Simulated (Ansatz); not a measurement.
Anthracene C14H10

Calculation: PBE in Ansatz (PAW).

Cell: relaxed at this level.

- lattice energy: 17 kJ/mol
- volume per molecule: 304.66 Å³

Note: the cell comes from a level without a dispersion term, which matters for the spacing of layers, chains or molecules; the volume lies 33 % above that of the published cell.

The computed numbers hold no vibrational or temperature effects.

Ansatz is a first-principles code.
